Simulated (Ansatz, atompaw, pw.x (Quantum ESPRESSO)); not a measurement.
**What a changed setting does to a pw.x run (fcc Ca)**

Potential: PAW, atompaw 4.2.0.5, PBEsol; core [Ne], reference 3s2 3p6 3d0 4s2 4p0; waves: 3s (bound): rc 1.65 bohr; 4s (bound): rc 2.70 bohr; 3p (bound): rc 1.90 bohr; 4p (bound, empty): rc 2.60 bohr; 3d (bound, empty): rc 2.70 bohr; 3d channel at 0.2 Ry: rc 2.70 bohr; local part: ultrasoft scheme with l = 3 at 0 Ry, radius 2.26 bohr; core correction: smooth core density matched at 2.30 bohr; augmentation: gaussian compensation charge, radius 2.20 bohr; PAW radius 2.70 bohr; waves and projectors: custom rrkj vanderbiltortho.

The reference run (k-mesh 10³, cutoffs 45/450 Ry, Fermi–Dirac 0.01 Ry, mixing_beta 0.4, conv_thr 1e-9, no spin) gives -0.06 GPa at 40.694 Å³/atom, where all-electron LAPW gives -0.02 GPa. This run, with its own iteration cap, changes k-mesh points per axis to 1, a wrong or extreme entry chosen on purpose.

```
&control
  calculation='scf', prefix='x', pseudo_dir='./', outdir='./tmp', tstress=.true., disk_io='none'
/
&system
  ibrav=0, nat=1, ntyp=1, ecutwfc=45, ecutrho=450, nbnd=12,
  occupations='smearing', smearing='fd', degauss=0.01
/
&electrons
  conv_thr=1e-09, mixing_beta=0.4, electron_maxstep=70
/
ATOMIC_SPECIES
Ca 1.0 Ca.UPF
CELL_PARAMETERS angstrom
  0.00000000 2.73002607 2.73002607
  2.73002607 0.00000000 2.73002607
  2.73002607 2.73002607 0.00000000
ATOMIC_POSITIONS crystal
Ca 0.0000 0.0000 0.0000
K_POINTS automatic
1 1 1 0 0 0
```

```bash
pw.x < Ca.scf.in > Ca.scf.out
```

Task: How does the run end?

Result: It converges in 12 iterations; the free energy moves by -5.09 eV/atom and the pressure by -6.69 GPa. The result is not a property of the crystal.

```
Message from routine setup:
     using ibrav=0 with symmetry is DISCOURAGED, use correct ibrav instead
     lattice parameter (alat)  =       7.2959  a.u.
     unit-cell volume          =     274.6167 (a.u.)^3
     number of electrons       =        10.00
     number of Kohn-Sham states=           12
     kinetic-energy cutoff     =      45.0000  Ry
     charge density cutoff     =     450.0000  Ry
     scf convergence threshold =      1.0E-09
     Exchange-correlation= SLA PW PSX PSC
     number of k points=     1  Fermi-Dirac smearing, width (Ry)=  0.0100
     iteration #  1     ecut=    45.00 Ry     beta= 0.40
     total energy              =    -132.15387280 Ry
     estimated scf accuracy    <       0.02784432 Ry
     iteration #  2     ecut=    45.00 Ry     beta= 0.40
     total energy              =    -132.15637124 Ry
     estimated scf accuracy    <       0.00140320 Ry
     iteration #  3     ecut=    45.00 Ry     beta= 0.40
     total energy              =    -132.16212319 Ry
     estimated scf accuracy    <       0.00246817 Ry
     iteration #  4     ecut=    45.00 Ry     beta= 0.40
     total energy              =    -132.16142019 Ry
     estimated scf accuracy    <       0.00150556 Ry
     iteration #  5     ecut=    45.00 Ry     beta= 0.40
     total energy              =    -132.16163302 Ry
     estimated scf accuracy    <       0.00645867 Ry
     iteration #  6     ecut=    45.00 Ry     beta= 0.40
     total energy              =    -132.16212370 Ry
     estimated scf accuracy    <       0.00000521 Ry
     iteration #  7     ecut=    45.00 Ry     beta= 0.40
     total energy              =    -132.16212701 Ry
     estimated scf accuracy    <       0.00000400 Ry
     iteration #  8     ecut=    45.00 Ry     beta= 0.40
     total energy              =    -132.16212867 Ry
     estimated scf accuracy    <       0.00000048 Ry
     iteration #  9     ecut=    45.00 Ry     beta= 0.40
     total energy              =    -132.16212866 Ry
     estimated scf accuracy    <       0.00000016 Ry
     iteration # 10     ecut=    45.00 Ry     beta= 0.40
     total energy              =    -132.16212866 Ry
     estimated scf accuracy    <       0.00000003 Ry
     iteration # 11     ecut=    45.00 Ry     beta= 0.40
     total energy              =    -132.16212865 Ry
     estimated scf accuracy    <          8.5E-09 Ry
     iteration # 12     ecut=    45.00 Ry     beta= 0.40
     the Fermi energy is     4.0516 ev
!    total energy              =    -132.16212866 Ry
     estimated scf accuracy    <          2.1E-10 Ry
     smearing contrib. (-TS)   =      -0.00000000 Ry
     convergence has been achieved in  12 iterations
          total   stress  (Ry/bohr**3)                   (kbar)     P=      -67.43
     Message from routine punch:
     Nothing written, as per user request (disk_io='none')
```

The run took about 11 s on one core of a shared server CPU.
